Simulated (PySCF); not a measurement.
**Functional dependence of a UV spectrum**

Species: BH2Cl.
Bonds: B1–Cl2. Hydrogens: H3, H4 on B1.

Linear-response calculations in the def2-SVPD basis (PySCF; singlets by full response, triplets Tamm–Dancoff, core orbitals frozen in the response; HF means time-dependent Hartree–Fock). 'Strongest' is the level of largest summed f among the singlets computed (10 roots, of which the last may lack a degenerate partner); it can jump between rows when another state enters that window. S1 is the lowest singlet of each run and needn't be the same state throughout; f(S1) is that of one state. Geometry: PBE0-D3(BJ)/def2-SVP; no solvent, vibrations or thermal averaging.

```csv
functional,kind,S1 (eV),f(S1),strongest (eV),T1 (eV),HOMO (eV),gap (eV),"ionisation energy, ΔSCF (eV)"
LDA,LDA,4.36,0.000,6.96,4.01,-7.38,4.19,11.18
PBE,GGA,4.53,0.000,6.97,4.12,-7.34,4.40,11.10
B3LYP,"global hybrid, 20% exact exchange",4.90,0.000,7.26,4.51,-8.48,6.36,11.37
PBE0,"global hybrid, 25% exact exchange",4.96,0.000,7.39,4.49,-8.71,6.80,11.38
BHandHLYP,"global hybrid, 50% exact exchange",5.38,0.000,9.93,4.91,-9.98,9.18,11.48
CAM-B3LYP,range-separated hybrid,5.04,0.000,7.49,4.61,-10.10,9.35,11.50
wB97X-D,range-separated hybrid,5.16,0.000,9.90,4.78,-10.60,10.67,11.49
LC-wPBE,range-separated hybrid,5.19,0.000,7.75,4.65,-11.51,11.98,11.67
HF,Hartree–Fock,6.14,0.000,10.49,5.43,-12.00,13.76,not settled
```

S1 runs from 4.36 eV (LDA) to 6.14 eV (HF), a spread of 1.78 eV, while the orbital gap spreads over 9.6 eV. Along PBE (0%), B3LYP (20%), PBE0 (25%), BHandHLYP (50%), HF (100%) S1 rises with the share of exact exchange. −ε(HOMO) comes closest to its own ΔSCF ionisation energy with LC-wPBE (-0.15 eV) and misses most with LDA (-3.80 eV). 'Not settled' means that the ion's SCF failed to converge or may have ended in another state than the lowest.
